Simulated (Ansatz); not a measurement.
Two structures of Si2H7, doublet, reached by relaxing down either side of one saddle point (PBE0-D4/def2-TZVP). Energies are electronic, without zero-point energy. Program: Ansatz 0.2.0. Basis: def2-TZVPP and def2-QZVPP. Cores are frozen in the correlated methods; orbitals are unrestricted. Extrapolation: Hartree–Fock as exp(−7.88 √X), correlation as X^−2.97. First:

| atom | x (Å) | y (Å) | z (Å) |
| --- | --- | --- | --- |
| H1 | 0.0748 | 0.3071 | 0.7590 |
| Si2 | 0.2116 | 0.8604 | 2.1315 |
| Si3 | -0.2337 | -0.9492 | -2.3519 |
| H4 | -0.3755 | 2.2236 | 2.1773 |
| H5 | 1.6491 | 0.9288 | 2.4975 |
| H6 | -0.5020 | -0.0176 | 3.0934 |
| H7 | 0.7613 | -2.0435 | -2.4965 |
| H8 | 0.0354 | 0.1520 | -3.3129 |
| H9 | -1.6210 | -1.4618 | -2.4973 |

Second:

```xyz
9
angstrom
H -0.0759 -0.3059 -0.7594
Si 0.2332 0.9495 2.3520
Si -0.2116 -0.8603 -2.1316
H -0.3648 2.3100 2.3529
H 1.6828 0.9996 2.6753
H -0.4930 0.0428 3.2789
H 0.7674 -1.9608 -2.3207
H 0.0498 0.2102 -3.1269
H -1.5878 -1.3853 -2.3204
```

Q: Which bonds change from the first to the second?

A: SiH₃ + SiH₄ → SiH₃ + SiH₄; bonds formed: H1–Si3; bonds broken: H1–Si2.

Q: Give the saddle point's structure and its height above each. (An estimate is asked for; the value comes from the calculation.)

A: Computed: 44.8 kJ/mol above the first and 44.8 kJ/mol above the second (CCSD(T) at an estimated basis limit (MP2 extrapolated from triple and quadruple zeta, plus CCSD(T) − MP2 in triple zeta)).
```json
{"atom": "H1", "x (Å)": "-0.0006", "y (Å)": "0.0005", "z (Å)": "-0.0001"}
{"atom": "Si2", "x (Å)": "0.1625", "y (Å)": "0.6610", "z (Å)": "1.6375"}
{"atom": "Si3", "x (Å)": "-0.1627", "y (Å)": "-0.6609", "z (Å)": "-1.6376"}
{"atom": "H4", "x (Å)": "-0.4290", "y (Å)": "2.0256", "z (Å)": "1.6624"}
{"atom": "H5", "x (Å)": "1.6075", "y (Å)": "0.7198", "z (Å)": "1.9855"}
{"atom": "H6", "x (Å)": "-0.5593", "y (Å)": "-0.2303", "z (Å)": "2.5847"}
{"atom": "H7", "x (Å)": "0.8261", "y (Å)": "-1.7591", "z (Å)": "-1.8074"}
{"atom": "H8", "x (Å)": "0.1010", "y (Å)": "0.4256", "z (Å)": "-2.6187"}
{"atom": "H9", "x (Å)": "-1.5455", "y (Å)": "-1.1825", "z (Å)": "-1.8062"}
```

The T1 diagnostic stays at or below 0.016. ⟨S²⟩ of the unrestricted Hartree–Fock references: 0.75 to 0.78 (a pure state has 0.75). The start structure is not quite a true minimum (one mode of 57i cm⁻¹). The end structure is not quite a true minimum (one mode of 57i cm⁻¹).

Radical steps of this kind take place in plasma deposition and etching.

For scale, one of the runs: CCSD(T)/def2-TZVPP, 182 basis functions, launched by `ansatz run in.yaml --threads 2 --pin off --events-out ev --progress --plain --max-ram 4352MiB`. Time: 55 s of wall clock on 2 CPU threads of an Arm Neoverse V2; the host was shared. Peak host memory: 3.8 GiB.
